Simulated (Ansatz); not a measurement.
A displaced shape of singlet BH₃:

```xyz
4

B    -0.0327   -0.0105    0.0363
H     1.2172    0.0195   -0.0448
H    -0.5711    1.0270   -0.0339
H    -0.6064   -1.0033   -0.0276
```

It was optimised with PBE0/def2-SVP in Ansatz (development build ahead of 0.2.0) to forces under 0.001 eV/Å, with restricted orbitals. Each step stands on the lowest determinant of that kind that the program's search found.

Problem. What shape does it relax to, and how does the optimisation go?

Solution.

```yaml
atoms:
  - { symbol: B, position_ang: [0.0018, 0.0082, -0.0175] }
  - { symbol: H, position_ang: [1.2081, 0.0005, -0.0303] }
  - { symbol: H, position_ang: [-0.5949, 1.0568, -0.0155] }
  - { symbol: H, position_ang: [-0.6080, -1.0328, -0.0067] }
```

Bond lengths: B1–H2 1.206 Å, B1–H3 1.206 Å, B1–H4 1.206 Å. Angles: H2–B1–H3 120.0°, H2–B1–H4 120.0°, H3–B1–H4 120.0°.

| step | E − E(start) (eV) | largest force (eV/Å) |
| --- | --- | --- |
| 1 | 0.0000 | 2.3018 |
| 2 | 0.0872 | 2.1652 |
| 3 | -0.1000 | 0.5522 |
| 4 | -0.1182 | 0.0651 |
| 5 | -0.1186 | 0.0173 |
| 6 | -0.1187 | 0.0033 |
| 7 | -0.1187 | 0.0002 |

The optimisation ended after 7 steps with its threshold met.
